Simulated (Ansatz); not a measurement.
Geometry optimisation, Ansatz, UKS PBE0-D4/def2-SVP.

input.yaml

```yaml
crystal:
  periodic: [false, false, false]
  atoms:
    - { symbol: C, position_ang: [-0.89305, -0.18812, -0.82891] }
    - { symbol: "N", position_ang: [-0.02664, -0.46959, 0.05379] }
    - { symbol: Al, position_ang: [1.36488, 0.03525, 1.03716] }
    - { symbol: H, position_ang: [-0.81888, -0.57653, -1.84644] }
    - { symbol: H, position_ang: [-1.79525, 0.38894, -0.61172] }
    - { symbol: H, position_ang: [2.16895, 0.81005, 2.19611] }
magnetization:
  spin_polarized: true
  initial_magnetization: 1
basis:
  gaussian: { orbitals: def2-SVP }
hamiltonian:
  xc: pbe0
  dispersion: d4
relax:
  f_tol: 0.015
  max_steps: 40
```

Launched with:

```bash
$ ansatz run input.yaml --threads 1 --pin off --max-ram 2048MiB --backend cpu --events-out ev --progress --plain --runs-dir out
```

Problem. Where does it end, and by what steps?

Solution. The run converged. After 10 steps the energy has fallen by 1.132 eV; H6 moved furthest, 0.82 Å.

```json
{"step": "0", "energy less start (eV)": "0.0000", "largest force component (eV/Å)": "1.372", "accepted": "yes"}
{"step": "1", "energy less start (eV)": "-0.3851", "largest force component (eV/Å)": "0.893", "accepted": "yes"}
{"step": "2", "energy less start (eV)": "-0.6165", "largest force component (eV/Å)": "0.879", "accepted": "yes"}
{"step": "3", "energy less start (eV)": "-0.8639", "largest force component (eV/Å)": "0.768", "accepted": "yes"}
{"step": "4", "energy less start (eV)": "-1.0006", "largest force component (eV/Å)": "1.064", "accepted": "yes"}
{"step": "5", "energy less start (eV)": "-1.1048", "largest force component (eV/Å)": "1.199", "accepted": "yes"}
{"step": "6", "energy less start (eV)": "-1.1221", "largest force component (eV/Å)": "0.777", "accepted": "yes"}
{"step": "7", "energy less start (eV)": "-1.1011", "largest force component (eV/Å)": "0.163", "accepted": "no"}
{"step": "8", "energy less start (eV)": "-1.1292", "largest force component (eV/Å)": "0.215", "accepted": "yes"}
{"step": "9", "energy less start (eV)": "-1.1319", "largest force component (eV/Å)": "0.028", "accepted": "yes"}
{"step": "10", "energy less start (eV)": "-1.1324", "largest force component (eV/Å)": "0.014", "accepted": "yes"}
```

```xyz
6
Properties=species:S:1:pos:R:3
C -0.862 -0.174 -0.760
N 0.147 0.111 -0.080
Al 1.611 0.608 0.756
H -0.917 -1.077 -1.405
H -1.779 0.454 -0.765
H 1.799 0.077 2.254
```

Whether the end is a true minimum wasn't checked by a vibrational analysis.

Time of the run: 18 s on 1 thread of Intel(R) Xeon(R) 6975P-C (Granite Rapids), on a shared host, peak memory 0.16 GiB.
